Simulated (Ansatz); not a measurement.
# BH$_{3}$⁺, doublet along the distance B1-H2

Starting geometry (PBE0/def2-TZVP stationary point for this spin, not checked as a minimum):

```xyz
4

B     0.0000    0.0000    0.0681
H     0.0000    0.7178   -0.9866
H     0.0000    0.0000    1.2424
H     0.0000   -0.7178   -0.9866
```

From there H2 moves along the line of the two atoms named below, all else staying in place; atoms are numbered as listed. Energies are in kcal/mol, counted from the starting geometry at the same level. Kohn–Sham curves are unrestricted where that lies lower.

Basis cc-pVDZ; Ansatz 0.2.0. Correlated methods freeze the noble-gas cores. Active spaces: valence = (5e, 7o) chosen from the atoms' valence shells.

Runs in a small pair space aren't shown, since their orbitals change along the scan.

Full CI is exact within this basis and frozen core; it isn't the basis-set limit.

```csv
distance B1-H2 (Å),full CI,curve A,curve B,curve C,curve D
1.020,21.0,20.9,21.7,20.9,20.6
1.135,5.4,5.4,5.9,5.4,5.3
1.276,0.0,0.0,0.0,0.0,0.0
1.371,1.0,1.0,0.5,1.0,1.0
1.592,8.6,8.7,6.5,8.8,8.6
1.770,15.2,15.3,11.6,15.8,15.4
2.000,21.1,21.2,15.3,22.5,22.4
2.351,24.7,24.9,16.3,28.1,28.9
2.801,25.8,25.7,16.0,31.6,33.2
3.418,26.3,26.2,16.1,34.1,36.2
4.270,26.7,26.6,16.3,35.6,37.4
```

Question: The curves come from CASSCF (valence space), MRCISD (valence space), PBE0, r2SCAN. Compare each with full CI and say which is which.

Answer: A: MRCISD (valence space), B: CASSCF (valence space), C: PBE0, D: r2SCAN. Spread of the error against full CI, over the points where both stand: A 0.4, B 11.1, C 9.0, D 11.1 kcal/mol. PBE0 at 4.270 Å lies 8.9 kcal/mol (33 %) above the reference in this basis. CASSCF lacks dynamic correlation, of which the bound molecule has more, so its curve rises 10.4 kcal/mol too little out to 4.270 Å. r2SCAN at 4.270 Å lies 10.7 kcal/mol (40 %) above the reference in this basis.

In so small a basis the reference is far from its limit while semilocal and hybrid functionals are nearer theirs, so the functionals' errors here hold much of the reference's basis and frozen-core error, which can add to them or hide them.
